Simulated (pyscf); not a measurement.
Thermochemistry of product channels of H₃C–In [singlet] + H• on the doublet surface, in kcal/mol, from CCSD(T)/def2-TZVPP + ΔMP2(QZVPP) energies (ideal gas, 1 atm, RRHO with modes under 100 cm⁻¹ raised to 100, one conformer, R ln 2 for chiral ones without a mode under 150 cm⁻¹). PySCF, gas phase, ωB97X-D3(BJ)/def2-SVP geometries. MP2 and CC: frozen core, UHF for open shells. ΔMP2 is the change of the MP2 total energy from the triple- to the quadruple-zeta basis.

| products | ΔE | ΔH(298 K) | ΔG(600 K) | ΔG(900 K) |
|---|---|---|---|---|
| [H₃C–InH]• | -34.4 | -31.5 | -19.5 | -13.3 |
| •H₂C–InH₂ | -3.7 | -4.3 | +8.6 | +14.9 |

These are energies of the channels, which say nothing of barriers. The CCSD(T) − MP2 part came from Ansatz, without density fitting, on the same reference. The frozen core leaves the outer d or s,p core shells of the metals and heavy elements correlated in the MP2 and CC values, and def2-TZVPP describes them poorly, which can shift differences by a few kcal/mol. Elements past Kr carry the def2 core potentials, without spin-orbit coupling.
